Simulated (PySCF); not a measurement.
## Frontier levels across methods

Compound: C₅H₇F.
Numbering: `[F:1][C@@:2]12[CH2:3][CH2:4][C@@H:5]1[CH2:6]2` (hydrogens: H7, H8 on C3; H9, H10 on C4; H11 on C5; H12, H13 on C6)

Cartesian coordinates in Å at the PBE0-D3(BJ)/def2-SVP level; atoms count from 1:
```xyz
13
C5H7F angstrom
F      0.228   -2.079    0.875
C      0.156   -0.901    0.224
C     -1.135   -0.385   -0.369
C     -0.689    1.051    0.027
C      0.566    0.479    0.679
C      1.363   -0.275   -0.362
H     -2.002   -0.716    0.219
H     -1.316   -0.601   -1.434
H     -0.507    1.746   -0.809
H     -1.377    1.528    0.738
H      1.018    0.813    1.616
H      1.396    0.061   -1.407
H      2.297   -0.699    0.016
```

Basis pcSseg-1 throughout (PySCF), one geometry. Geometry: PBE0-D3(BJ)/def2-SVP; no solvent, vibrations or thermal averaging.

Problem. How do the orbital energies, the gap and the dipole change with the method?

Solution. 
| method | kind | HOMO (eV) | LUMO (eV) | gap (eV) | μ (D) | SCF cycles |
| --- | --- | --- | --- | --- | --- | --- |
| BLYP | GGA | -5.97 | 0.75 | 6.71 | 1.34 | 13 |
| OPBE | GGA | -6.03 | 0.87 | 6.90 | 1.33 | 13 |
| B97-D | GGA | -6.07 | 0.87 | 6.94 | 1.39 | 14 |
| PBE | GGA | -6.07 | 0.75 | 6.82 | 1.34 | 13 |
| KT2 | GGA | -6.15 | 0.73 | 6.88 | 1.37 | 14 |
| KT3 | GGA | -6.17 | 0.59 | 6.76 | 1.35 | 14 |
| BP86 | GGA | -6.18 | 0.84 | 7.02 | 1.37 | 13 |
| LDA | LDA | -6.23 | 0.62 | 6.85 | 1.42 | 12 |
| B97-2 | global hybrid | -7.17 | 1.60 | 8.77 | 1.50 | 12 |
| B3LYP | global hybrid | -7.22 | 1.26 | 8.48 | 1.48 | 12 |
| PBE0 | global hybrid | -7.43 | 1.59 | 9.02 | 1.50 | 12 |
| mPW1PW91 | global hybrid | -7.47 | 1.59 | 9.06 | 1.52 | 12 |
| BHandHLYP | global hybrid | -8.68 | 2.27 | 10.95 | 1.63 | 12 |
| CAM-B3LYP | range-separated hybrid | -8.82 | 2.43 | 11.25 | 1.54 | 12 |
| wB97X-D | range-separated hybrid | -9.32 | 3.43 | 12.75 | 1.56 | 13 |
| LC-wPBE | range-separated hybrid | -10.15 | 3.77 | 13.92 | 1.55 | 12 |
| HF | Hartree–Fock | -10.54 | 4.41 | 14.95 | 1.78 | 10 |

The HOMO spans 4.57 eV, from BLYP down to HF, and the gap runs from 6.71 eV (BLYP) to 14.95 eV (HF). Over the methods BLYP (0 %), OPBE (0 %), B97-D (0 %), PBE (0 %), KT2 (0 %), KT3 (0 %), BP86 (0 %), LDA (0 %), B97-2 (21 %), B3LYP (20 %), PBE0 (25 %), mPW1PW91 (25 %), BHandHLYP (50 %), HF (100 %), a straight line through the gap against the share of exact exchange rises by 0.81 eV for each 10 % (correlation coefficient 0.999). The dipole ranges from 1.33 D (OPBE) to 1.78 D (HF). This basis has no diffuse functions.
